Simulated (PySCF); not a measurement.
Isomers of C6H6 and their computed core-level spectra.

The calculation used delta-SCF UKS SCAN, pcX-2 on the ionised atom, pcseg-1 elsewhere, spin-free X2C in PySCF. Geometries: GFN2-xTB; isolated species, one conformer each.

Line lists (1s up to Mg, 2p3/2 beyond; areas count atoms within a level, one atom standing for each set equivalent by bonding):
1. C 1s: 289.75 (area 2), 290.68 (area 2), 290.92 (area 2) eV
2. C 1s: 290.21 eV
3. C 1s: 290.00 (area 1), 290.32 (area 1), 290.63 (area 1), 290.82 (area 1), 291.03 (area 1), 291.60 (area 1) eV

Structures:
A. benzvalene, `C1=CC2C3C1C23`
B. benzene, `c1ccccc1`
C. 1,3-hexadiyne, `C#CC#CCC`

Question: Match each list to its structure.

Answer: 
- 1 = A: no other candidate has these counts of sites. C 1s: 289.75 alkene CH carbon (×2), 290.68 sp3 carbon at a ring junction (×2), 290.92 sp3 carbon at a ring junction (×2).
- 2 = B: no other candidate has these counts of sites. C 1s: 290.21 aromatic CH carbon (×6).
- 3 = C: no other candidate has these counts of sites. C 1s: 290.00 terminal alkyne carbon, 290.32 alkyne carbon, 290.63 alkyne carbon, 290.82 methyl carbon, 291.03 alkyne carbon, 291.60 propargylic carbon.

4 of these hole states are spin-contaminated (⟨S²⟩ up to 0.94, against 0.75; counted from 0.85) and less certain.
